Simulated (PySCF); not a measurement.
## Stretching CN⁺

Set-up: PySCF, no relativity, basis sets C def2-SVP, N def2-SVP. Energies in eV from C⁺ + N in their ground configurations at the same level. State: ³Π (triplet), unpaired electrons σ ↑, π ↑.

Curves on a restricted Hartree–Fock reference rise too fast on stretching and do not dissociate correctly.

| R (Å) | ROHF-CCSD(T) |
| --- | --- |
| 1.108 | -3.499 |
| 1.157 | -4.153 |
| 1.194 | -4.422 |
| 1.231 | -4.542 |
| 1.268 | -4.548 |
| 1.317 | -4.422 |
| 1.379 | -4.120 |
| 1.453 | -3.642 |

Task: Put a parabola through the three lowest points of the ROHF-CCSD(T) curve and estimate Re, k and ωe (reduced mass 6.462 u; 1 eV/Å² = 0.16022 mdyn/Å; ωe = 1302.8·√(k/μ) cm⁻¹).

Result: Through R = 1.231, 1.268, 1.317 Å the second-order coefficient is 31.8 eV/Å², so Re ≈ 1.252 Å, k ≈ 10.2 mdyn/Å and ωe ≈ 1636 cm⁻¹. A polynomial fit of higher order to the unrounded ROHF-CCSD(T) energies gives Re = 1.251 Å, k = 11.7 mdyn/Å, ωe = 1751 cm⁻¹; anharmonicity and rounding make the difference.

The higher-order fit for each curve: ROHF-CCSD(T): Re = 1.251 Å, ωe = 1751 cm⁻¹, De = 4.56 eV.

Correlated steps freeze 2 core orbitals. Correlated levels converge slowly with the basis: in double zeta they bind strong bonds too weakly, by up to about 1 eV, and carry superposition errors of some tenths. For an ion De counts to the pair picked by the measured ionisation energies or electron affinities, which need not be the lowest pair at this level. The CCSD T1 diagnostic is raised, a sign that a single reference may not be enough here. The state was picked by a PBE0 search and need not be the measured ground state.
